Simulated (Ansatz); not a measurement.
A made-up structure of CH₃MgS, doublet:

```
atom    x (Å)    y (Å)    z (Å)
  C1  -0.8566  -0.1593  -0.4917
  S2  -0.0861  -1.6534  -0.0892
 Mg3   1.1580   0.1716   0.6622
  H4  -0.7994   0.2183  -1.5099
  H5   0.3712  -2.9325  -0.0243
  H6   2.2874   1.2374   1.3311
```

It is relaxed with PBE-D4/def2-SVP and then PBE0-D4/def2-TZVP (Ansatz 0.2.0). Atoms count as bonded within 1.22 times the sum of their covalent radii (H–H: 0.88 Å). The end point is not checked to be a true minimum.

Task: Does its bonding change? (A judgement: the text doesn't fix the answer.)

Result: By the calculation: Yes. Formed: none; broken: S2–Mg3.

Where it ends: The first stage lowers the energy by 2.55 eV in 14 steps. It ends as CH₃MgS ([MgH][CH][SH]):
C1  (0.085, -0.574, -0.331)
S2  (-0.035, -2.234, 0.082)
Mg3  (1.246, 0.775, 0.680)
H4  (-0.524, -0.309, -1.194)
H5  (-0.892, -2.710, -0.845)
H6  (2.195, 1.933, 1.487)
(Å)

Labels in which every atom is bracketed show which atoms are joined, not bond orders.

For scale, one of the runs: PBE0-D4/def2-TZVP relaxation, 118 basis functions, launched by `ansatz run in.yaml --threads 2 --pin off --events-out ev --progress --plain --max-ram 4352MiB`. The run took about 20 s on 2 CPU threads of an Arm Neoverse V1 (shared host).
